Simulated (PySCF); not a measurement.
**Li3H3: core ionisation energies**

Species: (LiH)3 ring, Li₃H₃.
Z-matrix (Å and degrees, PBE0-D3(BJ)/def2-SVP geometry), rows numbered from 1:
```
Li
H   1  1.7151
Li  2  1.7153  1  108.12
H   3  1.7152  2  132.20  1    -0.23
Li  4  1.7153  3  108.12  2    -0.03
H   5  1.7134  4  131.23  3     0.34
```

Method: PySCF 2.14.0, delta-SCF UKS SCAN, pcX-2 on the ionised atom, pcseg-1 elsewhere, spin-free X2C. Vertical ΔSCF values, vacuum level as zero.

Problem. List the computed XPS lines with their assignment.

Solution. 
```json
{"atom(s)": "Li1/Li3/Li5", "environment": "lithium bonded to 2 H", "level": "Li 1s", "binding energy (eV)": "61.97", "count": "3"}
```

Problem. Which photon energy gives electrons from Li 1s of Li1/Li3/Li5 a kinetic energy of 200 eV, and what is their de Broglie wavelength?

Solution. hν = 61.97 + 200 = 261.97 eV, recoil neglected; λ = 12.264 Å/√(E/eV) = 0.87 Å.

Atoms equivalent by their bonding share one computed value, that of the first of them. Isolated species at its PBE0-D3(BJ)/def2-SVP geometry, gas phase.
